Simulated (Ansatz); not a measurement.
## Worked example: correlation energy of BP2H, triplet

Geometry: that of the BP2H, singlet, kept fixed. The singlet lies 1.9 eV lower here.

```xyz
4

P     0.0000   -0.2584    1.0345
B     0.0000    1.2536    0.0000
P     0.0000   -0.2584   -1.0345
H     0.0000    2.4367    0.0000
```

Basis cc-pVDZ; Ansatz 0.2.0. Correlated methods freeze the noble-gas cores, which leaves 14 electrons in 44 orbitals. Prefix R: restricted or restricted open-shell reference; prefix U: unrestricted.

Full CI isn't at hand for all of this; UCCSDT(Q) serves as the reference, and is uncertain by the last step of the cluster series or more.

Unrestricted rows (U) aren't spin-pure: their determinants' ⟨S²⟩ exceeds S(S+1) by up to 0.11, so they mix in states of higher spin.

UCCSD has a T1 diagnostic of 0.028 and a largest doubles amplitude of 0.07.

Runs differ by some tens of microhartree through their thresholds and, for an open shell, their frozen cores, so steps under 0.03 kcal/mol mean nothing.

```json
{"level": "UHF", "total energy (hartree)": "-706.668700"}
{"level": "UMP2", "total energy (hartree)": "-706.951145"}
{"level": "UCCSD", "total energy (hartree)": "-706.985278"}
{"level": "UCCSD(T)", "total energy (hartree)": "-707.001541"}
{"level": "UCCSDT", "total energy (hartree)": "-707.002996"}
{"level": "UCCSDT(Q)", "total energy (hartree)": "-707.004508"}
```

Problem. What is the correlation energy at UCCSDT(Q), and what share of it do UMP2 and UCCSD(T) recover?

Solution. E(corr) = -707.004508 − (-706.668700) = -0.335808 hartree = -9.138 eV. UMP2: -0.282445 / -0.335808 = 84.11 %. UCCSD(T): -0.332841 / -0.335808 = 99.12 %.

Problem. By how many kcal/mol does UCCSD(T) miss UCCSDT(Q) (1 hartree = 627.509 kcal/mol), and which steps make up the rest?

Solution. -707.001541 − (-707.004508) = 0.002967 hartree = 1.86 kcal/mol. Steps: UCCSDT − UCCSD(T) = -0.91, UCCSDT(Q) − UCCSDT = -0.95 kcal/mol. Differences between like states or geometries often cancel part of this.
